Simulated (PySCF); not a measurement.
# BCl+: from the state search to spectroscopic constants

One job finds the state of BCl+, follows it along the bond with each method and fits the curves.

Computed with PySCF 2.14.0. Level: B def2-TZVPPD, Cl def2-TZVPPD, no relativity.

## (1) The job

Settings of the job:

- atoms: B, Cl
- charge: 1
- basis: B def2-TZVPPD, Cl def2-TZVPPD
- Hamiltonian: no relativity
- basis functions: 88
- electrons treated: 21
- masses in u: 11.0093, 34.9689
- levels: PBE0, PBE, r²SCAN, B2PLYP, BLYP, M06, r²SCAN0, TPSSh, HSE06, HF, MP2, SCS-MP2, CCSD, CCSD(T)
- grid: 80 radial by 434 angular points
- occupations: held fixed by the projection of orbital angular momentum
- dissociation limit: B+ + Cl, each in its ground configuration
- starting distance in angstrom: 1.885
- values of 2S to try: 1, 3

Command:

```console
OMP_NUM_THREADS=2 python dia.py task.json out
```

After this run come: First curve: PBE0; Excited determinants; PBE (GGA); r²SCAN (meta-GGA); B2PLYP (double hybrid); BLYP (GGA); M06 (hybrid meta-GGA); r²SCAN0 (hybrid meta-GGA); TPSSh (hybrid meta-GGA); HSE06; UHF (mean field); Adding correlation.

Before running it: what results should come out? Wanted: for each run, Re; ωe; De; μ.

**Answer**, as computed:

Lowest PBE0 solution found, without spin–orbit coupling: ²Σ⁺ (doublet), unpaired electrons σ ↑. State 2 has its PBE0 minimum 5.19 eV higher. The other levels ran on the lowest alone.

| level | Re (Å) | ωe (cm⁻¹) | De (eV) | μ (D) |
| --- | --- | --- | --- | --- |
| UHF | 1.593 | 1179 | 3.10 | -3.16 |
| UHF-MP2 | 1.597 | 1174 | 4.03 | n/a |
| UHF-SCS-MP2 | 1.599 | 1162 | 3.71 | n/a |
| UHF-CCSD | 1.599 | 1153 | 3.28 | n/a |
| UHF-CCSD(T) | 1.604 | 1139 | 3.48 | n/a |
| PBE | 1.608 | 1116 | 4.51 | -2.56 |
| BLYP | 1.612 | 1096 | 4.17 | -2.60 |
| r²SCAN | 1.600 | 1145 | 4.58 | -2.68 |
| TPSSh | 1.604 | 1127 | 4.22 | -2.67 |
| PBE0 | 1.596 | 1154 | 4.28 | -2.69 |
| r²SCAN0 | 1.593 | 1167 | 4.33 | -2.77 |
| M06 | 1.602 | 1137 | 4.07 | -2.61 |
| HSE06 | 1.597 | 1152 | 4.27 | -2.69 |
| B2PLYP | 1.600 | 1143 | 3.98 | -2.93 |

De is counted to B+ + Cl in their ground configurations. A positive dipole points from B to Cl; in an ion it is taken about the centre of mass and does not tell which atom is negative.

Differences from CCSD(T) in the same basis:

```
      level  Re (mÅ)  ωe (%)
        UHF      -11    +3.5
    UHF-MP2       -7    +3.1
UHF-SCS-MP2       -5    +2.0
   UHF-CCSD       -5    +1.2
        PBE       +3    -2.0
       BLYP       +8    -3.8
     r²SCAN       -4    +0.6
      TPSSh       -1    -1.0
       PBE0       -8    +1.4
    r²SCAN0      -11    +2.5
        M06       -2    -0.2
      HSE06       -8    +1.1
     B2PLYP       -5    +0.4
```

Against CCSD(T) in the same basis, the bond length is nearest at TPSSh (-1 mÅ) and farthest at UHF and r²SCAN0 (-11 mÅ); the wavenumber is nearest at M06 (-0.2 %) and farthest at BLYP (-3.8 %). Hartree–Fock falls on the short and stiff side, its usual fault. PBE gives a bond that is too long and too soft, as GGAs tend to. Of the levels with a De here, UHF gives the least (3.10 eV) and r²SCAN the most (4.58 eV).

Correlated steps freeze 6 core orbitals. B2PLYP dipoles, levels and charges come from its SCF part alone.
